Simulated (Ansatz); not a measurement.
Write a Python script for the Python package of Ansatz (0.2.0) that makes a test of scalar relativity of AlN (charge +1). Level of theory (for the species named): PBE0, cc-pVTZ basis, multiplicity 4.

```csv
atom,x (Å),y (Å),z (Å)
Al,0.0000,0.0000,0.0000
N,0.0000,0.0000,1.9500
```

The script, `x2c_aln.py`:
```python
"""Scalar relativity in AlN(+)."""

import ansatz as az
import numpy as np

GEOMETRY = """
Al    0.00000    0.00000    0.00000
N     0.00000    0.00000    1.95000
"""

mol = az.Crystal.molecule()
for line in GEOMETRY.strip().splitlines():
    symbol, *xyz = line.split()
    mol = mol.atom(symbol, [float(v) for v in xyz])

base = mol.calculation().functional("pbe0").charge(1).spin("collinear", total=3).forces()
# a set contracted for a scalar-relativistic Hamiltonian goes with the relativistic run
sets = {"none": "cc-pVTZ", "scalar": "cc-pVTZ-DK"}
found = {kind: base.basis(gaussian=basis).pseudopotentials(relativity=kind).run(threads=1, pin="off").report for kind, basis in sets.items()}
for kind, each in found.items():
    dipole = 4.803205 * np.linalg.norm(each["charge_distribution"]["dipole_moment_e_ang"])
    print(f"{kind:7s} E = {each['free_energy_ev']:.4f} eV  dipole {dipole:.3f} D  largest force component {np.abs(each['forces_ev_ang']).max():.4f} eV/A")
print(f"relativity lowers the total energy by {found['none']['free_energy_ev'] - found['scalar']['free_energy_ev']:.3f} eV")
```

```console
$ python x2c_aln.py
none    E = -8070.4452 eV  dipole 2.868 D  largest force component 0.6057 eV/A
scalar  E = -8083.2241 eV  dipole 2.846 D  largest force component 0.6270 eV/A
relativity lowers the total energy by 12.779 eV
```

Notes:
- Total energies depend on the basis set; only differences at equal settings carry meaning.
- The geometry is a force-field or estimated start, not a minimum of this method. The basis set changes with the Hamiltonian (a set recontracted for scalar relativity), and most of the change in the total lies in the cores.
- The run takes the species as open-shell (spin multiplicity 4), which needn't be its ground state.
- An ion's dipole depends on the origin; the program takes it about the centre of nuclear charge.
- The spin state was assumed, and another may lie lower.
- Run time: 2.7 s on 1 thread of Arm Neoverse V2, with other jobs on the host, peak memory 0.18 GiB.
